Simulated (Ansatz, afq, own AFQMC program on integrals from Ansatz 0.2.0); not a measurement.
## Where AFQMC and coupled cluster stand for VNH2⁺, sextet

```csv
atom,x (Å),y (Å),z (Å)
V,0.0000,0.0000,0.5412
N,0.0000,0.0000,-1.6448
H,0.0000,0.8259,-2.2485
H,0.0000,-0.8259,-2.2485
```

Connectivity, by distances: V–NH2.

Basis def2-SVP. Only valence electrons are correlated. AFQMC by an in-house program on the Cholesky factors that Ansatz 0.2.0 writes for its CCSD(T) run. ph-AFQMC/CISD is guided by a CISD state made of CCSD amplitudes; releasing the constraint for a short imaginary time cuts its bias at the price of noise, slowly where states lie close. Free projection: walkers drawn from exp(T), propagated without any constraint. Its projection time is finite, and what remains of the start isn't in its error. Uncertainties: one standard error, sampling alone. The metal's outer-core s and p shells are frozen, which shifts wave-function levels against functionals.

Determinant: UHF, the one that the program's search chose, which needn't be the lowest solution. The geometry is a point of a scan.

No full CI on the walks' own integrals is used here; CCSDT(Q) serves as the reference and is uncertain by about the last step of the cluster series.

Cautions: no relativity below Rb; outer-core shells of the metal frozen; lower spins were not checked; higher spins were not checked; strong correlation (T1 0.060, weight of the determinant 0.86, largest double 0.04); the ph-AFQMC/CISD walk drifts between its halves (2.9 errors).

```
T1 diagnostic                               : 0.0601
weight of the determinant in the CISD state : 0.863
⟨S²⟩ of the determinant                     : 8.759
size of the correlated space                : 11 electrons in 45 orbitals
```

Reference: CCSDT(Q), correlation energy -5.405 eV. The released energy is read at 3.00 1/Eh, later times being too noisy (meV from the phaseless value at times in 1/Eh: -6 ± 4 at 0.60, -1 ± 4 at 1.20, 16 ± 18 at 2.00, -11 ± 8 at 3.00, -5 ± 15 at 4.20).

| level | E − E(reference) (kJ/mol) | share of correlation (%) |
| --- | --- | --- |
| HF | 521.5 | 0.00 |
| MP2 | 83.7 | 83.95 |
| CCSD | 11.6 | 97.78 |
| CCSD(T) | 2.4 | 99.55 |
| CCSDT | 0.7 | 99.87 |
| ph-AFQMC/HF | 5.6 ± 2.4 | 98.93 |
| ph-AFQMC/CISD | 0.8 ± 0.3 | 99.84 |
| released AFQMC | -0.2 ± 0.8 | 100.04 |
| free AFQMC | 0.0 ± 0.3 | 100.00 |

Free projections are given only where their last times agree within the noise and don't stop above the reference; a slow remainder of the start can still hide under it. A walk keeps the symmetry of its determinant, which the program's search chose and which needn't be the lowest solution, so a lower state of the same spin and another symmetry isn't excluded. Released energies are given only where the last usable release times agree within the noise; a slower fall can still hide under it.
